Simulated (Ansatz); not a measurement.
This script for a ladder of methods at one geometry of CHNO, SMILES N#CO with Ansatz 0.2.0, Python API holds a mistake.

The script, `methods_chno.py`:
```python
"""One geometry of CHNO, method by method."""

import ansatz as az

GEOMETRY = """
N    -1.31030   -0.21160    0.88600
C    -0.45690    0.11040    0.20900
O     0.56410    0.40110   -0.55750
H     1.25870   -0.36030   -0.55780
"""

chno = az.Crystal.molecule()
for line in GEOMETRY.strip().splitlines():
    symbol, *xyz = line.split()
    chno = chno.atom(symbol, [float(v) for v in xyz])

job = (
    chno.calculation()
    .basis(gaussian="cc-pVDZ")
    .spin("collinear", total=1)  # spin-polarised run
)

methods = ["mp2", "ccsd", "ccsd_t"]
reports = [job.correlation(m).run(threads=1, backend="cpu").report for m in methods]
print(f"Hartree-Fock reference {reports[0]['reference_energy_ev'] / 27.211386246:.6f} Ha")
best = reports[-1]["free_energy_ev"] - reports[-1]["reference_energy_ev"]
for method, each in zip(methods, reports):
    gained = each["free_energy_ev"] - each["reference_energy_ev"]
    print(f"{method:8s} total {each['free_energy_ev'] / 27.211386246:.6f} Ha  correlation {gained:9.4f} eV  ({100 * gained / best:.1f} % of the last)")
```

```console
$ python methods_chno.py
Traceback (most recent call last):
  File "methods_chno.py", line 24, in <module>
    reports = [job.correlation(m).run(threads=1, backend="cpu").report for m in methods]
               ~~~~~~~~~~~~~~~~~~~~~~^^^^^^^^^^^^^^^^^^^^^^^^^^
  ...
ansatz.GaussianBasisError: a molecule whose nuclei and cores have a total charge of 22 cannot have a net charge of 0 together with 1 unpaired electrons
```
(Library frames cut from the traceback.)

Find the fault and give the corrected script.

The fault: the count of unpaired electrons doesn't fit the count of electrons. The change:

```diff
--- before
+++ after
@@ -16,7 +16,3 @@
 
-job = (
-    chno.calculation()
-    .basis(gaussian="cc-pVDZ")
-    .spin("collinear", total=1)  # spin-polarised run
-)
+job = chno.calculation().basis(gaussian="cc-pVDZ")
```

After the fix:

```console
$ python methods_chno.py
Hartree-Fock reference -167.735026 Ha
mp2      total -168.197440 Ha  correlation  -12.5829 eV  (94.8 % of the last)
ccsd     total -168.206634 Ha  correlation  -12.8331 eV  (96.7 % of the last)
ccsd_t   total -168.222965 Ha  correlation  -13.2775 eV  (100.0 % of the last)
```

Notes:
- Total energies depend on the basis set; only differences at equal settings carry meaning.
- The geometry is a force-field or estimated start, not a minimum of this method, and the basis set is short of its limit. A lower total doesn't mark the better method: functionals have no common bound, and MP2 and coupled cluster aren't variational.
- Inner cores stay frozen, so this is valence correlation.
- Timing: 1.3 s on 1 thread of Arm Neoverse V2, with other jobs on the host, peak memory 0.16 GiB.
